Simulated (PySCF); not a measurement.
Simulated 1H ENDOR lines of a doublet radical (isotropic, first order, 1212.3 mT).

Class means under 0.5 MHz are left out. Line positions in MHz: 45.17, 47.03, 50.82, 52.41, 56.20, 58.07.

Problem. What is the proton Larmor frequency at this field?

Solution. νH = 5.58569 × 7.62259 MHz/T × 1.2123 T = 51.62 MHz.

Problem. Which couplings do the lines give?

Solution. For S = 1/2 in fast tumbling each set of equivalent nuclei gives two lines, ν± = |νn ± a/2| to first order, with νn = g_N μN B/h and μN/h = 7.62259 MHz/T. A pair with |a| < 2νn is centred on νn and split by |a|; one with |a| > 2νn is centred on |a|/2 and split by 2νn.

```
lower line  upper line  centred on  |a| (MHz)
     45.17       58.07          νn      12.90
     47.03       56.20          νn       9.17
     50.82       52.41          νn       1.59
```

C₅H₆F (doublet state).
Numbering: `[F:1][C:2]=[C:3]1[CH2:4][CH2:5][CH2:6]1` (hydrogens: H7, H8 on C4; H9, H10 on C5; H11, H12 on C6)

Cartesian coordinates in Å at the GFN2-xTB level; atoms count from 1:
```
atom  x, y, z in Å
F1     3.157   -0.167   -0.425
C2     2.073    0.575   -0.239
C3     0.825    0.278   -0.093
C4    -0.421    1.093    0.119
C5    -1.246   -0.207    0.146
C6     0.025   -1.037   -0.067
H7    -0.654    1.767   -0.704
H8    -0.426    1.660    1.049
H9    -1.746   -0.396    1.093
H10   -1.970   -0.288   -0.661
H11    0.079   -1.589   -1.002
H12    0.305   -1.690    0.757
```

Problem. This is the radical. Which protons give which coupling, and how does each split the EPR lines?

Solution. 12.9 MHz (computed sign −): H11/H12, 3 bonds from C2, on C6 of spin population +0.10, a 1:2:1 triplet of 0.460 mT; 9.2 MHz (computed sign −): H7/H8, 3 bonds from C2, a 1:2:1 triplet of 0.327 mT; 1.6 MHz (computed sign +): H9/H10, 4 bonds from C2, a 1:2:1 triplet of 0.057 mT. To first order the positions of ENDOR lines don't depend on how many nuclei share a coupling.

Level of theory: PySCF 2.14.0, UKS B3LYP, pcH-1 on C F H, non-relativistic, mean-field spin-orbit, GIAO. Geometry: GFN2-xTB; no solvent, vibrations or thermal averaging. Couplings are sensitive to structure, and on GFN2-xTB geometries they can be far from those on DFT ones. No stability test was run, so a lower SCF solution isn't excluded.

Hardware: an Arm Neoverse V1 with one thread, no GPU, shared host with 32 logical CPUs at a one-minute load of 26. Cost: 30 s of wall time (with the writing of density and orbital grids), 0.75 GiB resident at most.
